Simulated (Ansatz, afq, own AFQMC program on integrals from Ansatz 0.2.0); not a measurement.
AFQMC on a folder of integrals that Ansatz 0.2.0 wrote.

```yaml
crystal:
  periodic: [false, false, false]
  atoms:
    - {symbol: B, position_ang: [0.000000, 0.000000, 0.962320]}
    - {symbol: N, position_ang: [0.000000, 0.000000, -0.572372]}
    - {symbol: H, position_ang: [0.000000, 0.952128, -1.183899]}
    - {symbol: H, position_ang: [0.000000, -0.952128, -1.183899]}
basis:
  gaussian: {orbitals: cc-pVDZ}
magnetization: {spin_polarized: true, initial_magnetization: 0}
correlation: {method: ccsd_t, electrons: outside_noble_gas, hamiltonian_folder: ham}
```

```sh
$ ansatz run in.yaml --threads 1 --pin off --events-out ev --progress --plain --max-ram 1382MiB
```

Options of the walk:

```
--method phaseless --trial cid --walkers 20 --populations 1 --least-time 40 --time-step 0.04 --steps-per-block 10 --equilibration-blocks 25 --max-blocks 150 --target-error 0.00076 --factor-cut 1e-05 --start determinant --seed 9482 --taylor-order 6
```

Times are imaginary, in 1/Eh. The walk had a cap of 214 s.

Log:

```
orbitals 36  electrons 5 5  factors 276 of 359
reference energy -80.21061767 Eh
CCSD correlation -0.27014085 Eh in 11 cycles, weight of the determinant in the CISD state 0.8672
energy of the start -80.480867 Eh
 block  time / (1/Eh)  mean weight  energy / Eh
     1     0.400  0.9844  -80.480538
     2     0.800  0.9845  -80.480513
     3     1.200  0.9492  -80.481918
     4     1.600  0.9894  -80.495913
     5     2.000  1.0029  -80.486089
     7     2.800  1.0383  -80.492197
     9     3.600  1.0376  -80.481925
    13     5.200  0.9889  -80.482553
    21     8.400  1.0316  -80.484069
    29    11.600  0.9871  -80.499166
    37    14.800  0.9620  -80.482879
    45    18.000  0.9969  -80.500792
    53    21.200  0.9939  -80.490466
    61    24.400  0.9945  -80.493198
    69    27.600  1.0070  -80.484305
    77    30.800  1.0109  -80.509190
    85    34.000  0.9933  -80.490008
    93    37.200  1.0030  -80.496425
   101    40.400  1.0361  -80.496885
   109    43.600  0.9999  -80.475505
   117    46.800  0.9798  -80.481778
   125    50.000  0.9719  -80.492843
   133    53.200  1.0249  -80.488051
   141    56.400  1.0205  -80.487506
   149    59.600  1.0069  -80.482211
   157    62.800  1.0086  -80.493939
   165    66.000  0.9914  -80.483271
   169    67.600  1.0240  -80.511462
   173    69.200  0.9934  -80.483417
blocks merged  error / Eh  count
     1  0.000779  150
     2  0.000842  75
     4  0.000895  37
     8  0.000921  18
    16  0.000813  9
energy -80.491972 +/- 0.000921 Eh
(rows thinned)
```

The run passed its tests (sampling time, drift between the halves within three errors, error under three times the target), which doesn't prove that it has relaxed.

Against this walk (error 25.1 meV) on the same determinant: CCSD(T) 63.5 meV higher, CCSDT(Q) 18.2 meV higher (within the noise), a separate phaseless walk with a CISD trial and standard settings 48.7 ± 30.8 meV higher (within the noise). The error is statistical and leaves out the bias of the constraint.

Cautions: constraint bias not in the error; error above the target (25.1 against 20.7 meV); higher spins were not checked; an unrestricted solution with more broken spin lies lower (49 meV, ⟨S²⟩ 0.26), while this determinant keeps restricted orbitals; raised T1 diagnostic (T1 0.020, weight of the determinant 0.87, largest double 0.13); so few walkers bias the energy; the time-step error isn't removed.

The walk took 16 s on 1 thread of Arm Neoverse V2, on a shared host. The log's last line is the phaseless energy.

CCSDT and higher add their correlation energy to the determinant of the CCSD(T) run, since their own runs factorise the integrals more tightly (a shift of under 2 meV). A walk keeps the symmetry of its determinant, which the program's search chose and which needn't be the lowest solution, so a lower state of the same spin and another symmetry isn't excluded.
